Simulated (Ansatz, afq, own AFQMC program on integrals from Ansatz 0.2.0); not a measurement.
## Where AFQMC and coupled cluster stand for GeH$_{4}$Cl, doublet

```xyz
6

Cl   -2.1968    0.0000    0.0000
H    -0.8008    0.0000    0.0000
Ge    1.0212    0.0000    0.0000
H     1.4899   -1.4659    0.0000
H     1.4899    0.7330   -1.2695
H     1.4899    0.7330    1.2695
```

Connectivity, by distances: Cl ··· GeH3, 1 bridging H.

Basis cc-pVTZ. Noble-gas cores (and the filled d shells of Ga–Kr and In–Xe) are frozen. Integrals, coupled cluster, full CI and functionals: Ansatz 0.2.0; the random walks run on the same integrals in our own AFQMC program. The CISD trial takes its coefficients from CCSD amplitudes. Released means that phaseless walkers are propagated on without the constraint, phases kept. Error bars are statistical, one sigma. No spin–orbit coupling.

Determinant: UHF, the one that the program's search chose, which needn't be the lowest solution. The geometry is a point of a scan.

No full CI on the walks' own integrals is used here. The released AFQMC energy serves as the reference, which it does only where one determinant dominates, the energy is flat over the last release times and near the phaseless one (40 meV or 2 meV an electron, half that with transition metals). On small molecules, where full CI could be run and the noise was under 10 meV, such values lay within 10 meV of it in 19 cases of 20, a flattering rate, since the rule was set on those same cases; what remains of the bias isn't in the error bar.

Cautions: no relativity below Rb; no spin-orbit coupling; inner d shell frozen; the released value is read at 1.50 1/Eh (meV from the phaseless value at times in 1/Eh: -7 ± 6 at 0.24, -9 ± 10 at 0.51, -20 ± 9 at 0.99, -18 ± 8 at 1.50).

```
T1 diagnostic                               : 0.0119
weight of the determinant in the CISD state : 0.850
⟨S²⟩ of the determinant                     : 0.769
size of the correlated space                : 15 electrons in 114 orbitals
```

Q: Estimate: order these by the size of their error in total energy against AFQMC with the constraint released, smallest first.
A. phaseless AFQMC with a CISD trial
B. MP2
C. CCSD
D. CCSD(T)

A: A (18.5 ± 9.3 meV), D (55.7 ± 7.6 meV), C (400.4 ± 7.6 meV), B (1587.3 ± 7.6 meV).

Reference: AFQMC with the constraint released, correlation energy -10.476 ± 0.008 eV.

A walk keeps the symmetry of its determinant, which the program's search chose and which needn't be the lowest solution, so a lower state of the same spin and another symmetry isn't excluded. Released energies are given only where the last usable release times agree within the noise; a slower fall can still hide under it.
